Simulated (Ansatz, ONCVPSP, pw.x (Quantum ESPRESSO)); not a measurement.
**What a changed setting does to a pw.x run (diamond Ge)**

Potential: optimised norm-conserving Vanderbilt (ONCV), ONCVPSP 4.0.1.1 (patched build), PBE; core [Ar] 3d10, reference 4s2 4p2; waves: 4s: rc 1.65 bohr, ncon 5, nbas 9, qcut 4.8 1/bohr, 1 projector; 4p: rc 2.30 bohr, ncon 3, nbas 7, qcut 2.9 1/bohr, 1 projector; d scattering state at 0.45 Ha: rc 2.25 bohr, ncon 3, nbas 7, qcut 3.7 1/bohr, 1 projector; local part: polynomial inside 1.35 bohr (lpopt 5, dvloc0 0 Ha); core correction: Teter function, fcfact 2.25, rcfact 1.3.

The reference run (k-mesh 8³, cutoffs 50/200 Ry, Fermi–Dirac 0.01 Ry, mixing_beta 0.4, conv_thr 1e-9, no spin) gives -0.82 GPa at 23.951 Å³/atom, where all-electron LAPW gives 0.00 GPa. This run, with its own iteration cap, changes conv_thr to 0.0001.

```
&control
  calculation='scf', prefix='x', pseudo_dir='./', outdir='./tmp', tstress=.true., disk_io='none'
/
&system
  ibrav=0, nat=2, ntyp=1, ecutwfc=50, ecutrho=200, nbnd=11,
  occupations='smearing', smearing='fd', degauss=0.01
/
&electrons
  conv_thr=0.0001, mixing_beta=0.4, electron_maxstep=70
/
ATOMIC_SPECIES
Ge 1.0 Ge.UPF
CELL_PARAMETERS angstrom
  0.00000000 2.88253474 2.88253474
  2.88253474 0.00000000 2.88253474
  2.88253474 2.88253474 0.00000000
ATOMIC_POSITIONS crystal
Ge 0.0000 0.0000 0.0000
Ge 0.2500 0.2500 0.2500
K_POINTS automatic
8 8 8 0 0 0
```

```bash
pw.x < Ge.scf.in > Ge.scf.out
```

How does the run end?

It converges in 3 iterations; the free energy moves by +0.2 meV/atom and the pressure by -0.27 GPa.

```
Message from routine setup:
     using ibrav=0 with symmetry is DISCOURAGED, use correct ibrav instead
     lattice parameter (alat)  =       7.7035  a.u.
     unit-cell volume          =     323.2587 (a.u.)^3
     number of electrons       =         8.00
     number of Kohn-Sham states=           11
     kinetic-energy cutoff     =      50.0000  Ry
     charge density cutoff     =     200.0000  Ry
     scf convergence threshold =      1.0E-04
     Exchange-correlation= PBE
     number of k points=    29  Fermi-Dirac smearing, width (Ry)=  0.0100
     iteration #  1     ecut=    50.00 Ry     beta= 0.40
     total energy              =     -16.96032438 Ry
     estimated scf accuracy    <       0.03098589 Ry
     iteration #  2     ecut=    50.00 Ry     beta= 0.40
     total energy              =     -16.95922790 Ry
     estimated scf accuracy    <       0.00962968 Ry
     iteration #  3     ecut=    50.00 Ry     beta= 0.40
     the Fermi energy is     5.1881 ev
!    total energy              =     -16.95955830 Ry
     estimated scf accuracy    <       0.00008503 Ry
     smearing contrib. (-TS)   =      -0.00087596 Ry
     The total energy is F=E-TS. E is the sum of the following terms:
     one-electron contribution =       3.75460096 Ry
     hartree contribution      =       1.20314188 Ry
     xc contribution           =      -6.09384663 Ry
     ewald contribution        =     -15.82257854 Ry
     convergence has been achieved in   3 iterations
          total   stress  (Ry/bohr**3)                   (kbar)     P=      -10.97
     Message from routine punch:
     Nothing written, as per user request (disk_io='none')
```

The run took about 7.9 s on one core of a shared host (AMD EPYC 7R43 64-Core Processor, 256 threads, 1004 GiB, load 184).
